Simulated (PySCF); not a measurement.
Calculation: PBE0-D4/def2-TZVP run with PySCF 2.14.0. Gas-phase values, no solvent. One relaxed conformer stands for a flexible species; it need not be the lowest. 

Reference species (SMILES): `C[CH2]` (neutral, multiplicity 2).

```json
{
  "highest_occupied_spin_orbital": "-5.93 eV"
}
```

Changed species: `C([CH2])=O` (radical fragment; the reference has radical fragment).

What does the change do to the highest occupied spin orbital?

the highest occupied spin orbital decreases by 1.66 eV, to -7.59 eV.
